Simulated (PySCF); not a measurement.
Löwdin shares of the frontier orbitals

Species: isobutane, C₄H₁₀.
SMILES with atom numbers: `[CH3:1][CH:2]([CH3:3])[CH3:4]` (hydrogens: H5, H6, H7 on C1; H8 on C2; H9, H10, H11 on C3; H12, H13, H14 on C4)

Cartesian coordinates in Å at the GFN2-xTB level; atoms count from 1:
```xyz
14
C4H10 angstrom
C     -0.0345    1.3643   -0.6339
C      0.0300    0.1221    0.2512
C      1.2602   -0.7142   -0.0917
C     -1.2403   -0.7101    0.0952
H      0.8600    1.9709   -0.5101
H     -0.1130    1.0776   -1.6807
H     -0.8998    1.9725   -0.3795
H      0.1083    0.4432    1.2962
H      2.1692   -0.1309    0.0379
H      1.2122   -1.0495   -1.1258
H      1.3203   -1.5902    0.5506
H     -1.2062   -1.5867    0.7384
H     -2.1181   -0.1247    0.3599
H     -1.3490   -1.0445   -0.9347
```

Computed, not measured: TDDFT wB97X-D/def2-SVPD, vertical, gas phase, core orbitals frozen in the response in PySCF 2.14.0, density-fitted response routines.

Frontier orbitals with the atoms that hold most of them (Löwdin shares over 4%, at most four atoms; ? is withheld):

| orbital | ε (eV) | atoms |
| --- | --- | --- |
| LUMO+2 | 3.33 | C1 22%, H5 12%, H7 11%, H12 9% |
| LUMO+1 | 3.33 | C3 19%, C4 15%, H9 12%, H13 12% |
| LUMO | 2.45 | ? |
| HOMO | -10.99 | C2 29%, H8 18%, C3 10%, C1 10% |
| HOMO-1 | -11.07 | C4 25%, C2 23%, C1 13%, C3 12% |
| HOMO-2 | -11.07 | C2 23%, C3 21%, C1 21%, C4 8% |
| HOMO-3 | -12.11 | C3 18%, C4 18%, C1 18%, H11 7% |

**Question.** Which atoms hold the LUMO, and with what shares?

**Answer.** C1 (bonded to C and 3 H) 15%; C4 (bonded to C and 3 H) 15%; C3 (bonded to C and 3 H) 15%; C2 (bonded to 3 C and H) 7%.

Within 0.005 eV of a neighbour in this list lie HOMO-2/HOMO-1 and LUMO+1/LUMO+2 (point group found: C3v); within a degenerate set the shares of single atoms can hang on how the components are chosen.

**Question.** How does S1 compare with the orbital gap of 13.43 eV?

**Answer.** S1 is at 9.16 eV (f = 0.0063), 4.28 eV below the gap, made of HOMO→LUMO (91%). 

Next come S2 at 9.27 eV (f 0.082), HOMO-2/HOMO-1→LUMO (≥94%); S3 at 9.27 eV (f 0.082), HOMO-2/HOMO-1→LUMO (≥94%); S4 at 10.05 eV (f 0.0000), HOMO-3→LUMO (61%), HOMO-2/HOMO-1→LUMO+1/LUMO+2 (≥21%); S5 at 10.17 eV (f 0.337), HOMO→LUMO+3 (92%).

Orbitals of the list HOMO-3 to LUMO+2 that lie within 0.01 eV of each other are written together with a slash and their weights summed (≥ marks a lower bound); for degenerate orbitals outside that list single weights are arbitrary.
